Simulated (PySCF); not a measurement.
PySCF input (BP86/6-31G* (5d)):

```python
from pyscf import gto, dft

mol = gto.M(
    atom='''
    C     0.00053452    0.00126565    0.33943617
    H     0.00225136    0.00533085    1.42969220
    F     0.00598628    1.25541479   -0.13307438
    F     1.08434551   -0.63379114   -0.12772827
    F    -1.09093829   -0.62305973   -0.12434282
    ''',
    basis='6-31g*',
    charge=0,
    spin=0,
    verbose=4,
)

mf = dft.RKS(mol, xc='bp86')
mf.grids.level = 3
mf.conv_tol = 1e-9
mf.max_cycle = 100
mf.max_memory = 1500
mf.kernel()
if not mf.converged:
    mf = mf.newton()
    mf.kernel(mf.make_rdm1())
mf.dip_moment()
```

From the last part of the output:

```
damping factor = 0
level_shift factor = 0
DIIS = <class 'pyscf.scf.diis.CDIIS'>
diis_start_cycle = 1
diis_space = 8
diis_damp = 0
SCF conv_tol = 1e-09
SCF conv_tol_grad = None
SCF max_cycles = 100
direct_scf = True
direct_scf_tol = 1e-13
XC library pyscf.dft.libxc version 7.1.2
    S. Lehtola, C. Steigemann, M. J. T. Oliveira, and M. A. L. Marques,  SoftwareX 7, 1–5 (2018)
XC functionals = bp86
    A. D. Becke,  Phys. Rev. A 38, 3098 (1988)
    J. P. Perdew,  Phys. Rev. B 33, 8822 (1986)
    J. P. Perdew,  Phys. Rev. B 34, 7406–7406 (1986)
radial grids:
    Treutler-Ahlrichs [JCP 102, 346 (1995); DOI:10.1063/1.469408] (M4) radial grids

becke partition: Becke, JCP 88, 2547 (1988); DOI:10.1063/1.454033
pruning grids: <function nwchem_prune>
grids dens level: 3
symmetrized grids: False
atomic radii adjust function: <function treutler_atomic_radii_adjust>
small_rho_cutoff = 0
Set gradient conv threshold to 3.16228e-05
Initial guess from minao.
tot grids = 66712
init E= -338.659805306793
  HOMO = -0.382639824279609  LUMO = 0.103628743860116  gap/eV = 13.23204
cycle= 1 E= -338.098807258643  delta_E= 0.561  |g|= 0.867  |ddm|= 2.08
  HOMO = -0.244300820022926  LUMO = 0.045994527497232  gap/eV = 7.89934
cycle= 2 E= -337.78786559941  delta_E= 0.311  |g|= 1.65  |ddm|= 1.39
  HOMO = -0.323880735137696  LUMO = 0.102835696058476  gap/eV = 11.61155
cycle= 3 E= -338.21971469757  delta_E= -0.432  |g|= 0.0465  |ddm|= 0.93
  HOMO = -0.332913744371046  LUMO = 0.0940491358597617  gap/eV = 11.61825
cycle= 4 E= -338.220092480892  delta_E= -0.000378  |g|= 0.0221  |ddm|= 0.0581
  HOMO = -0.33009909122862  LUMO = 0.0958328789470779  gap/eV = 11.59020
cycle= 5 E= -338.220201170217  delta_E= -0.000109  |g|= 0.00291  |ddm|= 0.0202
  HOMO = -0.330166806170266  LUMO = 0.0960825014265181  gap/eV = 11.59883
cycle= 6 E= -338.22020272317  delta_E= -1.55e-06  |g|= 0.000251  |ddm|= 0.00228
  HOMO = -0.330169460233555  LUMO = 0.0960843905497857  gap/eV = 11.59896
cycle= 7 E= -338.220202756149  delta_E= -3.3e-08  |g|= 3.35e-05  |ddm|= 0.000162
  HOMO = -0.330172315739592  LUMO = 0.0960830304658407  gap/eV = 11.59900
cycle= 8 E= -338.220202756322  delta_E= -1.72e-10  |g|= 9.39e-06  |ddm|= 2.19e-05
  HOMO = -0.330172593569312  LUMO = 0.0960824882701647  gap/eV = 11.59899
Extra cycle  E= -338.220202756283  delta_E= 3.82e-11  |g|= 1.81e-05  |ddm|= 1.71e-05
converged SCF energy = -338.220202756283
Dipole moment(X, Y, Z, Debye):  0.00205,  0.00483,  1.30367
```
